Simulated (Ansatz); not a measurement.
C₂H₄F₂S, SMILES CSC(F)F, a ranking of conformers

Program: the Python package of Ansatz (0.2.0).

The cells in order, each with its output:

**Cell 1**
```python
import ansatz
from rdkit import Chem
from rdkit.Chem import AllChem

BASIS = "cc-pVDZ"
XC = "r2SCAN"
```

**Cell 2**
```python
rd = Chem.AddHs(Chem.MolFromSmiles("CSC(F)F"))
ids = list(AllChem.EmbedMultipleConfs(rd, numConfs=20, randomSeed=764, pruneRmsThresh=0.4))
field = [energy for _, energy in AllChem.MMFFOptimizeMoleculeConfs(rd)]
distinct = {round(e, 2): i for i, e in zip(ids, field)}
chosen = sorted(distinct.items())[:4]
found = []
for force_field, index in chosen:
    c2h4f2s = ansatz.Crystal.molecule()
    for atom, xyz in zip(rd.GetAtoms(), rd.GetConformer(index).GetPositions()):
        c2h4f2s = c2h4f2s.atom(atom.GetSymbol(), xyz.round(5).tolist())
    base = (
        c2h4f2s.calculation()
        .basis(gaussian=BASIS)
        .functional(XC)
        .scf(lower_state_search="standard")
    )
    found.append(base.run(threads=1).report["free_energy_ev"])
print("conformer   MMFF (kcal/mol)   this level (kJ/mol)")
for (force_field, index), e in zip(chosen, found):
    print(f"{index:9d} {force_field - chosen[0][0]:17.2f} {96.485332 * (e - min(found)):17.3f}")
```
Output:
```text
conformer   MMFF (kcal/mol)   this level (kJ/mol)
        3              0.00             0.000
        1              2.08             8.464
```

The settings weren't tested for convergence. The conformers keep their force-field geometries. It ran for 11 s on 1 thread of Arm Neoverse V1, with other jobs on the host, peak memory 0.27 GiB.
